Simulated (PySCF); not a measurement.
## Sulfur: a sound run and one with changed settings

Sound run: S [Ne] 3s2 3p4, S⁺ [Ne] 3s2 3p3. All numbers are calculated (PySCF 2.14, scalar relativity by spin-free X2C-1e, in cc-pVTZ-DK (5s4p2d1f, 34 functions)). The sound run starts from symmetry-adapted Hartree-Fock orbitals and uses a fine grid where one is needed.

Changed run: radial step 0.5 in ln r (0.13 in the sound run). This setting is unsound on purpose.

| species | method | sound run (hartree) | changed run (hartree) | converged |
| --- | --- | --- | --- | --- |
| S | UHF | -398.59017 | -398.59017 | yes |
| S | M06-L | -399.19082 | -399.16023 | yes |
| S | r2SCAN | -399.17727 | -399.17711 | yes |
| S⁺ | UHF | -398.25151 | -398.25151 | yes |
| S⁺ | M06-L | -398.81635 | -398.79986 | yes |
| S⁺ | r2SCAN | -398.79656 | -398.80388 | yes |

Ionisation energy of S:

| method | sound run (eV) | changed run (eV) |
| --- | --- | --- |
| UHF | 9.216 | 9.216 |
| M06-L | 10.190 | 9.806 |
| r2SCAN | 10.359 | 10.156 |

A coarse radial grid mis-integrates the density and the exchange-correlation energy, with errors of either sign; Hartree-Fock needs no grid.

For comparison, NIST gives 10.360 eV between the lowest levels.
